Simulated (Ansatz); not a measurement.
Consider the formal exchange of groups at a C–S bond: `O=CSC=S` + `CC=N` → `CC(=N)C=O` + `S=CS`.

Calculated with Ansatz (gas phase, PBE0-D4/def2-TZVP geometries, no zero-point term in ΔE). CCSD(T)/CBS adds triple-zeta CCSD(T) − MP2 to the extrapolated MP2 energy (def2 sets, frozen cores). DFT in def2-TZVPP. B3LYP here is the variant with VWN-RPA as its local correlation; programs differ in this. HSE06 is defined as in plane-wave codes. Each species was taken in one conformer, which may not be the lowest.

`O=CSC=S`:

Cartesian coordinates in Å:
```
O 0.422 -0.823 1.527
C 0.836 -1.044 0.431
S 0.371 -0.178 -1.059
C -0.767 0.965 -0.427
S -1.542 2.049 -1.326
H 1.576 -1.831 0.202
H -0.897 0.864 0.652
```

`CC=N`:

Cartesian coordinates in Å:
```
C 0.752 0.321 -0.058
C -0.549 -0.200 0.457
N -1.513 -0.674 -0.208
H 1.584 -0.241 0.376
H 0.809 0.256 -1.146
H 0.888 1.365 0.243
H -0.673 -0.163 1.545
H -1.299 -0.664 -1.208
```

`CC(=N)C=O`:

Z-matrix (Å, degrees):
```
C
C 1 1.490
H 1 1.095 2 110.6
H 1 1.095 2 110.7 3 118.1
H 1 1.088 2 110.2 3 -120.9
N 2 1.264 1 122.6 3 120.4
C 2 1.515 1 116.9 3 -59.5
H 6 1.026 2 108.7 1 -180.0
O 7 1.199 2 122.5 1 179.9
H 7 1.110 2 116.3 1 -0.1
```

`S=CS`:

Z-matrix (Å, degrees):
```
C
S 1 1.613
S 1 1.720 2 128.9
H 1 1.092 2 121.4 3 180.0
H 3 1.347 1 96.2 2 -0.0
```

```
             level  ΔE (kJ/mol)  difference from CCSD(T)/CBS
       LDA (SPW92)          4.7                          5.2
            PBE-D4         10.3                         10.8
         revPBE-D4         11.1                         11.6
           BLYP-D4         10.5                         11.0
         r2SCAN-D4          7.2                          7.7
            B97M-V          2.9                          3.4
           PBE0-D4          3.5                          4.0
          B3LYP-D4          4.7                          5.2
        r2SCAN0-D4          2.3                          2.8
          HSE06-D4          3.9                          4.4
          BHLYP-D4         -1.5                         -1.0
      CAM-B3LYP-D4         -1.3                         -0.8
           ωB97X-V         -2.3                         -1.8
            B2PLYP          2.8                          3.3
          PBE-QIDH         -0.3                          0.2
            revPBE         12.0                         12.5
              BLYP         10.5                         11.0
            r2SCAN          7.2                          7.7
              PBE0          3.4                          3.9
             B3LYP          4.6                          5.1
           r2SCANh          5.1                          5.6
           r2SCAN0          2.2                          2.7
             HSE06          3.8                          4.3
             BHLYP         -2.1                         -1.6
         CAM-B3LYP         -1.5                         -1.0
           LC-ωPBE         -3.3                         -2.8
RPA@PBE/def2-TZVPP         -4.8                         -4.3
       HF/def2-SVP        -22.1                        -21.6
      MP2/def2-SVP        -14.0                        -13.5
     CCSD/def2-SVP        -17.1                        -16.6
  CCSD(T)/def2-SVP        -15.2                        -14.7
     HF/def2-TZVPP         -7.8                         -7.3
    MP2/def2-TZVPP         -0.7                         -0.2
SCS-MP2/def2-TZVPP         -2.4                         -1.9
   CCSD/def2-TZVPP         -5.5                         -5.0
CCSD(T)/def2-TZVPP         -2.9                         -2.4
     HF/def2-QZVPP         -7.1                         -6.6
SCS-MP2/def2-QZVPP         -0.9                         -0.4
      HF/CBS(def2)         -7.0                         -6.5
     MP2/CBS(def2)          1.8                          2.3
       CCSD(T)/CBS         -0.5                            0
```

Largest T1 diagnostic among the species: 0.019.

From PBE to PBE0 (25 % exact exchange), in def2-TZVPP and without D4, ΔE moves by −6.9 kJ/mol. In def2-TZVPP, CCSD(T) changes the Hartree–Fock value by +4.9 kJ/mol (the triples alone add +2.6 kJ/mol) and MP2 by +7.1 kJ/mol.
